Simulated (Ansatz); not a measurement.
Input file:

```yaml
crystal:
  periodic: [false, false, false]
  atoms:
    - {symbol: Ta, position_ang: [0.000000, 0.000000, 0.165033]}
    - {symbol: N, position_ang: [0.000000, 0.000000, -1.790471]}
    - {symbol: H, position_ang: [0.000000, 0.829804, -2.373021]}
    - {symbol: H, position_ang: [0.000000, -0.829804, -2.373021]}
basis:
  gaussian: {orbitals: def2-SVP}
total_charge: 1
magnetization: {spin_polarized: true, initial_magnetization: 3}
hamiltonian: {xc: {name: B3LYP}}
```

```sh
$ ansatz run in.yaml --threads 1 --pin off --events-out ev --progress --plain --max-ram 2393MiB
```

Task: Roughly how long does this take on 1 thread of Intel Xeon 6975P-C, shared host, and how much host memory?

Result: 26 s wall and 0.17 GiB.

```
618 factors; their error is unknown
mean field evaluation 1: about -3039.8213 eV, gradient 7.1e1 eV
mean field evaluation 2: about -2825.6538 eV, gradient 1.4e2 eV
mean field evaluation 4: about -3060.3604 eV, gradient 1.7e1 eV
mean field evaluation 8: about -3061.8076 eV, gradient 1.7e0 eV
mean field evaluation 16: about -3063.5888 eV, gradient 2.7e-2 eV
mean field evaluation 32: about -3061.5490 eV, gradient 2.6e0 eV
mean field evaluation 64: about -3062.5335 eV, gradient 2.5e-6 eV
mean field evaluation 96: about -3063.6699 eV, gradient 5.8e-2 eV
mean field evaluation 128: about -3062.6163 eV, gradient 7.7e-1 eV
mean field -3063.67178201 eV, -112.5878613574 hartree, gradient 5.3e-6 eV, S^2 3.763413; 12 other end points of the search recorded, 0 dependent functions left out
reference -3063.67197723 eV, -112.5878685319 hartree; 12, 9 occupied and 44, 47 virtual orbitals, 618 factors
Total energy: -3063.67197723 eV, -112.5878685319 hartree
```
